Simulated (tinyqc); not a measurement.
Hueckel theory of the pi electrons, for the molecule C=CC=C (SMILES; centres numbered as the heavy atoms are written), step by step. One step of it, computed by the program tinyqc.

Problem. Orbitals. Diagonalise; E = alpha + x beta with beta < 0, so the largest x are filled first; degenerate levels share their electrons. P = sum n_i c_ri c_si; each orbital has its largest coefficient positive (the first on a tie).

Hueckel matrix in units of beta (H = alpha + beta A), order 1C, 2C, 3C, 4C:
```
[[0.000000, 1.000000, 0.000000, 0.000000],
 [1.000000, 0.000000, 1.000000, 0.000000],
 [0.000000, 1.000000, 0.000000, 1.000000],
 [0.000000, 0.000000, 1.000000, 0.000000]]
```

pi electrons, sum of z_r less the charge = 4

Give: x values; occupations; coefficients; charge and bond-order matrix P.

Solution.

x values: [1.6180, 0.6180, -0.6180, -1.6180]

occupations: [2.0000, 2.0000, 0.0000, 0.0000]

coefficients, order 1C, 2C, 3C, 4C:
```
[[0.3717, 0.6015, 0.6015, -0.3717],
 [0.6015, 0.3717, -0.3717, 0.6015],
 [0.6015, -0.3717, -0.3717, -0.6015],
 [0.3717, -0.6015, 0.6015, 0.3717]]
```

charge and bond-order matrix P, order 1C, 2C, 3C, 4C:
```
[[1.0000, 0.8944, 0.0000, -0.4472],
 [0.8944, 1.0000, 0.4472, 0.0000],
 [0.0000, 0.4472, 1.0000, 0.8944],
 [-0.4472, 0.0000, 0.8944, 1.0000]]
```
